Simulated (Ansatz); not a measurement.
# AlH₃+ (doublet): B2PLYP, RPA-PBE over a scan of the distance Al1–H3, cc-pVDZ

How well do these functionals follow the top wave-function level for AlH₃+ (doublet) over a scan of the distance Al1–H3?

Computed with Ansatz 0.2.0, Gaussian basis. Level: cc-pVDZ, all electrons in the functionals, frozen cores in the correlation of double hybrids and RPA.

Plan: B2PLYP, RPA-PBE, at 1.243 Å; 1.411 Å; 1.560 Å; 1.722 Å; 1.913 Å; 2.125 Å; 2.513 Å; 2.820 Å; 3.411 Å; 4.190 Å; 5.419 Å.

39 further runs of the same task are left out: 20 for a known fault of the program, 14 that didn't finish, 5 set aside as unsound or not needed.

### Step 1. The geometry

The geometry derives from a PBE0/def2-TZVP stationary point (not a proven minimum). One bond is set to the value named and the two fragments are kept rigid.

4 atoms, charge 1, spin multiplicity 2.

Atoms are counted from 1 here; the program's logs count them from 0.

Bond lengths: Al1–H2 1.560 Å, Al1–H3 1.560 Å. Angles: H2–Al1–H3 167.6°.

No dispersion term is added.

The geometry shown and the zero of energy belong to the point 1.560 Å. The yardstick, FCI, and other wave-function levels (R restricted, U unrestricted, valence and pair active spaces) come from earlier runs.

### Step 2. B2PLYP, 1.243 Å

The input, in.yaml:

```yaml
crystal:
  periodic: [false, false, false]
  atoms:
    - {symbol: Al, position_ang: [0.000000, 0.058298, 0.010599]}
    - {symbol: H, position_ang: [0.000000, 0.227340, -1.540599]}
    - {symbol: H, position_ang: [0.000000, 0.192958, 1.246283]}
    - {symbol: H, position_ang: [0.000000, -1.980874, 0.010599]}
basis:
  gaussian: {orbitals: cc-pVDZ}
total_charge: 1
magnetization: {spin_polarized: true, initial_magnetization: 1}
hamiltonian: {xc: {name: B2PLYP}}
correlation: {electrons: outside_noble_gas}
```

Started as:

```
$ ansatz run in.yaml --threads 1 --pin off --events-out ev --progress --plain --max-ram 2393MiB
```

The runs that follow: B2PLYP, 1.411 Å; B2PLYP, 1.560 Å; B2PLYP, 1.722 Å; B2PLYP, 1.913 Å; B2PLYP, 2.125 Å; B2PLYP, 2.513 Å; B2PLYP, 2.820 Å; B2PLYP, 3.411 Å; B2PLYP, 4.190 Å; B2PLYP, 5.419 Å; RPA-PBE, 1.243 Å; RPA-PBE, 1.411 Å; RPA-PBE, 1.560 Å; RPA-PBE, 1.722 Å; RPA-PBE, 1.913 Å; RPA-PBE, 2.125 Å; RPA-PBE, 2.513 Å; RPA-PBE, 2.820 Å; RPA-PBE, 3.411 Å; RPA-PBE, 4.190 Å; RPA-PBE, 5.419 Å.

Before running them: what should the planned runs give, taken together? Wanted: span of the FCI curve; largest miss, B2PLYP; largest miss, RPA-PBE.

As calculated:

| quantity | value |
| --- | --- |
| span of the FCI curve | 2.380 eV |
| largest miss, B2PLYP | +0.285 eV (5.419 Å) |
| largest miss, RPA-PBE | -0.153 eV (5.419 Å) |

Of the functionals, RPA-PBE keep the smallest largest miss at the points compared (at most 0.153 eV) and B2PLYP strays most (0.285 eV, at 5.419 Å). B2PLYP clearly breaks the spin symmetry at some points (⟨S²⟩ up to 0.54 above the pure value), so energy there is bought with a mixed spin. Functionals and the yardstick converge differently with the basis, so part of each miss in cc-pVDZ is the basis.
